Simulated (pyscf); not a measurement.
Structures and frequencies: ωB97X-D3(BJ)/def2-SVP in PySCF.

Problem. For the elementary gas-phase step H₃C–CH₂–O–SiH₃ + HO–SiH₃ → H₃C–CH₂–O–SiH₂–O–SiH₃ + H₂ (singlet surface; H–Si, H–O broken, O–Si, H–H formed), what barrier and reaction energy does ωB97M-D3(BJ)/def2-TZVP give, measured from the separated reactants?

Solution. ΔE‡ = 1.37 eV, ΔE = -1.13 eV. Zero-point energy shifts the barrier by -0.04 eV. It is a four-centre exchange, with an imaginary mode of 1307i cm⁻¹. H₃C–CH₂–O–SiH₃ lies 0.79 eV over its isomer H₃C–CH₂–SiH₂–OH (electronic energy, ωB97M-D3(BJ)/def2-TZVP). One saddle was located; it need not be the lowest between these sides.
